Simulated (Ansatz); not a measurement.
Input file:

```yaml
crystal:
  periodic: [false, false, false]
  atoms:
    - {symbol: C, position_ang: [0.015147, -0.025466, 0.000075]}
    - {symbol: H, position_ang: [1.095078, -0.011441, -0.000246]}
    - {symbol: H, position_ang: [-0.762906, 1.282624, -0.003778]}
    - {symbol: H, position_ang: [-0.512671, -0.967722, 0.003130]}
basis:
  gaussian: {orbitals: 6-31G}
magnetization: {spin_polarized: false, initial_magnetization: 1}
correlation: {method: ccsdtq, electrons: outside_noble_gas}
```

```sh
$ ansatz run in.yaml --threads 1 --pin off --events-out ev --progress --plain --max-ram 2393MiB
```

The program prints:

```
342 factors; integrals over basis functions are off by at most 9.1e-8 eV
mean field evaluation 1: about -1073.6818 eV, gradient 1.0e1 eV
mean field evaluation 2: about -1073.6791 eV, gradient 1.0e1 eV
mean field evaluation 4: about -1074.0914 eV, gradient 1.1e0 eV
mean field evaluation 8: about -1074.0958 eV, gradient 1.5e-6 eV
mean field evaluation 16: about -1074.0957 eV, gradient 1.4e-1 eV
mean field -1074.09579548 eV, -39.4722924355 hartree, gradient 1.4e-6 eV, S^2 0.750000; 0 other end points of the search recorded, 0 dependent functions left out
1 core orbitals not correlated: weight in the atoms' cores, before any rotation towards them, 1.000 or more for the frozen orbitals, at most 0.000 for the correlated occupied ones
reference -1074.09579548 eV, -39.4722924355 hartree; 4, 3 occupied and 10, 11 virtual orbitals, 342 factors
second order -2.28066952 eV of doubles, -0.04484489 eV of singles
cycle   1  -2.74175667 eV  change   -4.1e-1 eV  update   5.9e-2
cycle   2  -3.04325485 eV  change   -3.0e-1 eV  update   3.0e-2
cycle   3  -3.06346398 eV  change   -2.0e-2 eV  update   1.0e-2
cycle   4  -3.07032291 eV  change   -6.9e-3 eV  update   5.9e-3
cycle   5  -3.07524891 eV  change   -4.9e-3 eV  update   3.0e-3
cycle   6  -3.07582195 eV  change   -5.7e-4 eV  update   1.3e-3
cycle   7  -3.07714802 eV  change   -1.3e-3 eV  update   5.4e-4
cycle   8  -3.07690739 eV  change    2.4e-4 eV  update   1.8e-4
cycle   9  -3.07687243 eV  change    3.5e-5 eV  update   4.8e-5
cycle  10  -3.07691403 eV  change   -4.2e-5 eV  update   1.9e-5
cycle  11  -3.07691049 eV  change    3.5e-6 eV  update   8.8e-6
cycle  12  -3.07690704 eV  change    3.5e-6 eV  update   4.2e-6
cycle  13  -3.07690261 eV  change    4.4e-6 eV  update   1.5e-6
cycle  14  -3.07690213 eV  change    4.8e-7 eV  update   5.3e-7
Total energy: -1077.17269761 eV, -39.5853665032 hartree
```

For the same geometry and basis full CI lies 0.2 meV lower.

Ran on 1 thread of Arm Neoverse V1, shared host: 9.5 s wall, 0.15 GiB peak host memory.
